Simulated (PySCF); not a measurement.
Species: CFCl3.
Atom-mapped SMILES: `[F:1][C:2]([Cl:3])([Cl:4])[Cl:5]`

The geometry is computed with GFN2-xTB (gas phase).

(1) List the bond lengths and angles at this level.

Answers

(1) 
```json
{"bond": "F1–C2", "length (pm)": "133.7"}
{"bond": "C2–Cl3, C2–Cl4, C2–Cl5", "length (pm)": "177.1"}
```

Bonds in one row agree within 1 pm and their mean is given. A selection of angles:
```json
{"angle": "F1–C2–Cl3", "degrees": "108.6"}
{"angle": "Cl3–C2–Cl4", "degrees": "110.4"}
```

All 3 C–Cl bonds measure 1.771 Å.

Point group: C3v (tolerance 0.08 Å). Whether it is a minimum is left open (no frequencies).


C2H3F.
Bonds: C1–C2 (double), C2–F3. Hydrogens: H4, H5 on C1; H6 on C2.

Structure optimised with GFN2-xTB, isolated species.

**Question.** What internal coordinates does the optimisation give?

**Answer.** 
| bond | length (Å) | order |
| --- | --- | --- |
| C1=C2 | 1.314 | double |
| C2–F3 | 1.342 | single |
| C1–H4 | 1.073 | single |
| C1–H5 | 1.075 | single |
| C2–H6 | 1.081 | single |

Orders are formal, as drawn. A selection of angles:
| angle | degrees |
| --- | --- |
| C2–C1–H4 | 120.6 |
| C2–C1–H5 | 121.4 |
| H4–C1–H5 | 118.0 |
| C1–C2–F3 | 122.0 |
| C1–C2–H6 | 126.5 |
| F3–C2–H6 | 111.5 |

Point group: Cs (tolerance 0.08 Å). Not checked by GFN2-xTB frequencies.

All values are computed, not measured.


Compound: TMS, C4H12Si.
SMILES with atom numbers: `[CH3:1][Si:2]([CH3:3])([CH3:4])[CH3:5]` (hydrogens: H6, H7, H8 on C1; H9, H10, H11 on C3; H12, H13, H14 on C4; H15, H16, H17 on C5)

Computed geometry: GFN2-xTB, gas phase.

(1) List the bond lengths and angles at this level.

## Answers

(1) 
```tsv
bond	length (bohr)	order
C1–Si2 and 3 like bonds	3.608	single
C1–H6 and 11 like bonds	2.052	single
```

Bonds in one row agree within 0.02 bohr and their mean is given. Orders are formal, as drawn. A selection of angles:
```tsv
angle	degrees
Si2–C1–H6	111.4
H6–C1–H7	107.5
C1–Si2–C3	109.5
```

All 4 C–Si bonds measure 1.909 Å. Si2 (four-coordinate silicon) is tetrahedral (angles from 109.4° to 109.6°).

Point group: Td (every atom within 0.08 Å of its image). Stationary, but not proved a minimum.


Me2Se, C2H6Se.
SMILES with atom numbers: `[CH3:1][Se:2][CH3:3]` (hydrogens: H4, H5, H6 on C1; H7, H8, H9 on C3)

The calculation used PBE0-D3(BJ)/def2-SVP geometry optimisation, gas phase (PySCF 2.14.0).

**Question.** What internal coordinates does the optimisation give?

**Answer.** 
| bond | length (Å) |
| --- | --- |
| C1–Se2, Se2–C3 | 1.940 |
| C1–H4 and 5 like bonds | 1.099 |

Bonds in one row agree within 0.01 Å and their mean is given. A selection of angles:
| angle | degrees |
| --- | --- |
| Se2–C1–H4 | 110.8 |
| Se2–C1–H5 | 107.2 |
| H4–C1–H5 | 108.9 |
| C1–Se2–C3 | 96.9 |

Point group: C2v (every atom within 0.08 Å of its image). Stationary, but not proved a minimum.
